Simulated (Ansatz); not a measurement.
Process, species as SMILES: [CH2]C#N → 2 C atom + 2 H atom + N atom
B3LYP-D3(BJ)/def2-TZVP geometries, fixed; electronic energies without zero-point terms.

Basis-set convergence of the atomisation energy at r2SCAN with Ansatz (a first-principles code). All functions are spherical. The program fits the integrals of some runs and decomposes those of others, by size. Open shells are unrestricted. No added dispersion term, no relativity. Functions are those of the species that has most. Reference: the value in aug-pcseg-3, 517.96 kcal/mol, itself unsure by roughly 0.57 kcal/mol (its mean distance from aug-cc-pVQZ, cc-pV5Z, def2-QZVPPD). Deviations are taken from unrounded values.

```json
[
 {"basis": "pcseg-0", "functions": "31", "atomisation energy (kcal/mol)": "485.82", "minus reference (kcal/mol)": "-32.14"},
 {"basis": "pcseg-1", "functions": "52", "atomisation energy (kcal/mol)": "509.89", "minus reference (kcal/mol)": "-8.08"},
 {"basis": "aug-cc-pVDZ", "functions": "87", "atomisation energy (kcal/mol)": "507.31", "minus reference (kcal/mol)": "-10.65"},
 {"basis": "aug-pcseg-1", "functions": "87", "atomisation energy (kcal/mol)": "512.24", "minus reference (kcal/mol)": "-5.72"},
 {"basis": "pcseg-2", "functions": "118", "atomisation energy (kcal/mol)": "517.75", "minus reference (kcal/mol)": "-0.22"},
 {"basis": "jun-cc-pV(T+d)Z", "functions": "145", "atomisation energy (kcal/mol)": "516.53", "minus reference (kcal/mol)": "-1.43"},
 {"basis": "aug-cc-pVTZ", "functions": "184", "atomisation energy (kcal/mol)": "516.68", "minus reference (kcal/mol)": "-1.28"},
 {"basis": "aug-pcseg-2", "functions": "184", "atomisation energy (kcal/mol)": "517.86", "minus reference (kcal/mol)": "-0.10"},
 {"basis": "pcseg-3", "functions": "246", "atomisation energy (kcal/mol)": "517.96", "minus reference (kcal/mol)": "0.00"},
 {"basis": "aug-cc-pVQZ", "functions": "332", "atomisation energy (kcal/mol)": "517.29", "minus reference (kcal/mol)": "-0.67"},
 {"basis": "aug-pcseg-3", "functions": "353", "atomisation energy (kcal/mol)": "517.96", "minus reference (kcal/mol)": "0.00"}
]
```

The smallest set listed that lies within 4 kcal/mol of the reference with all its larger relatives (same family, alike in diffuse functions; a set with none counts only in the reference's own line) is pcseg-2 (118 functions, -0.22 kcal/mol off).
